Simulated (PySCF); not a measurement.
## Spectroscopy problems

- geometry from GFN2-xTB
- σ from GIAO-PBE0/pcSseg-1
- run in PySCF
- gas phase, equivalent nuclei averaged, relativity neglected, one computed conformer

Chemical shifts δ = σref − σ; TMS for 1H and 13C, all at this level. Where no couplings were computed, multiplicities follow the n + 1 count of equivalent neighbours, and m marks all less simple cases (inequivalent or close neighbours, rings, F or P nearby). Shifts are as computed. Against solution values, carbons near 30 ppm lie about +3 ppm off and those near 130 ppm about +5 ppm. Of 1211 compounds with measured shifts, 218 miss one by over three times the rms of a fit or turn the order of signals round; such compounds aren't used in these exercises.

(1) C5H8O. 1H NMR (400 MHz, computed): δ 9.77 (s, 1H), 6.64 (br s, 1H), 6.08 (br s, 1H), 2.38 (q, 2H), 1.07 (t, 3H). 13C{1H} NMR (computed): δ 198.0 (CH), 161.3 (C), 140.7 (CH2), 28.1 (CH2), 18.1 (CH3). Give a structure.

(2) C5H8O. 1H NMR (400 MHz, computed): δ 6.87 (d, 1H), 6.37 (m, 1H), 5.42 (m, 1H), 5.27 (m, 1H), 5.05 (m, 1H), 3.73 (s, 3H). 13C{1H} NMR (computed): δ 160.6, 141.3, 117.1, 110.2, 56.0. Identify the compound.

(3) C5H8O. 1H NMR (500 MHz, computed): δ 6.79 (m, 1H), 6.48 (m, 1H), 5.56 (m, 1H), 5.49 (m, 1H), 4.30 (d, 2H), 4.16 (m, 1H), 4.04 (m, 1H). 13C{1H} NMR (computed): δ 159.9 (CH), 144.6 (CH), 122.5 (CH2), 87.0 (CH2), 72.4 (CH2). Give a structure.

## Answers

(1) 2-ethylacrolein (C=C(C=O)CC). Rings plus π bonds: 2 (no ring in the answer). 5 carbon signals for 5 carbons: no two carbons are equivalent. Carbon types of the structure: 1 × C, 1 × CH, 2 × CH2, 1 × CH3, which accounts for all hydrogens. δC 198.0: aldehyde carbonyl carbon; low-lying n→π* states of the double bond to the heteroatom give a large paramagnetic term (-256 ppm). δC 161.3: α carbon of a C=C–C=O unit; an sp2 carbon of a C=C bond. δC 140.7: β carbon of a C=C–C=O unit; conjugation with the carbonyl draws π density from the β position. δH 9.77: hydrogen on an aldehyde carbonyl carbon; the C=O anisotropy and electron withdrawal place aldehyde protons far downfield.

This is the structure that produced the data.

(2) `C=C/C=C/OC`. Rings plus π bonds: 2 (no ring in the answer). 5 carbon signals for 5 carbons: no two carbons are equivalent. Carbon types of the structure: 3 × CH, 1 × CH2, 1 × CH3, which accounts for all hydrogens. δC 160.6: alkene carbon bearing oxygen; an sp2 carbon further deshielded by the attached heteroatom. δC 141.3: alkene CH; as expected for a trigonal carbon in a double bond. δC 117.1: terminal =CH2 carbon; as expected for a trigonal carbon in a double bond. δC 110.2: β carbon of an enol-ether or enamine type C=C; the O or N lone pair pushes π density onto this β carbon and shields it.

The data come from this structure; uniqueness wasn't tested.

(3) SMILES C=CCOC=C. Rings plus π bonds: 2 (no ring in the answer). 5 carbon signals for 5 carbons: no two carbons are equivalent. Carbon types of the structure: 2 × CH, 3 × CH2, which accounts for all hydrogens. δC 159.9: alkene carbon bearing oxygen; an sp2 carbon further deshielded by the attached heteroatom. δC 144.6: alkene CH; as expected for a trigonal carbon in a double bond. δC 87.0: β carbon of an enol-ether or enamine type C=C; the O or N lone pair pushes π density onto this β carbon and shields it. δC 72.4: allylic sp3 CH2 bonded to O; pulled downfield by the heteroatom.

This is the structure that produced the data.
